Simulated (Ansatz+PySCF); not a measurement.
**singlet CH₄O: levels of theory in one basis**

```xyz
6

C     0.0003   -0.0363   -0.6415
O     0.0069   -0.0586    0.7461
H    -0.0024   -1.0748   -1.0185
H    -0.9048    0.4657   -1.0765
H     0.8935    0.4751   -1.0717
H     0.0059    0.8405    1.0793
```

Basis set: def2-SVP (spherical functions). Left uncorrelated: 2 orbitals. Charge 0, multiplicity 1.

Computed with Ansatz (development build ahead of 0.2.0); each method stands on the lowest determinant of its kind that the runs found.

```csv
method,E − E(RHF) (eV),<S²> of the determinant
RHF,0.00,0.00
RHF-MP2,-9.18,–
RHF-CCSD(T),-10.06,–
```

Task: What does RHF-CCSD give on the same scale?

Result: -9.85 eV.

Task: Is a single determinant a sound starting point here?

Result: By this sign, yes. Unrestricted orbitals gain 0.00 eV and <S²> is 0.00 against 0.00 for a pure state.
